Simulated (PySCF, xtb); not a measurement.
**H4NP: which of two isomers lies lower**

Structure X is `[NH-][PH3+]`, a singlet and structure Y is `[NH3+][PH-]`, a singlet. Both are isolated molecules in the gas phase, relaxed with B3LYP-D3(BJ)/def2-SVP.

Task: Estimate E(Y) − E(X) at the level CCSD(T)/def2-TZVP.

Result: Calculated at CCSD(T)/def2-TZVP: E(Y) − E(X) = +8.9 kcal/mol, so structure X lies lower.

Level by level:

| level | geometry | E(Y) − E(X) (kcal/mol) | departure from the last row (kcal/mol) | job, with rough time for the two |
| --- | --- | --- | --- | --- |
| GFN2-xTB | GFN2-xTB | +37.8 | +28.9 | optimisation, 0.33 s |
| HF/STO-3G | GFN2-xTB | −32.5 | −41.4 | single point, 3.6 s |
| r2SCAN-D4/def2-SVP | GFN2-xTB | +4.2 | −4.8 | single point, 14 s |
| B3LYP-D3(BJ)/def2-SVP | B3LYP-D3(BJ)/def2-SVP | +1.8 | −7.2 | optimisation, 46 s |
| HF/def2-TZVP | B3LYP-D3(BJ)/def2-SVP | +8.6 | −0.3 | part of the CCSD(T) run |
| MP2/def2-TZVP | B3LYP-D3(BJ)/def2-SVP | +12.9 | +3.9 | part of the CCSD(T) run |
| CCSD(T)/def2-TZVP | B3LYP-D3(BJ)/def2-SVP | +8.9 |  | single point, 37 s |

As drawn, Y has 2 N–H in place of 2 P–H.

HF/STO-3G puts the two in the other order. The largest departure from CCSD(T)/def2-TZVP is that of HF/STO-3G, 41.4 kcal/mol.

With thermal terms from frequencies at re-optimised GFN2-xTB minima (ideal gas, soft modes damped towards free rotors, one conformer each, 298.15 K, 1 atm): on the last row, ΔE + ΔZPE = +11.2, ΔH = +11.5, ΔG = +10.7 kcal/mol.

The correlated steps freeze 6 core orbitals. Run with PySCF 2.14.0, xtb 6.7.1; the last row on 2 threads of AMD EPYC (Zen 3) on a shared host.
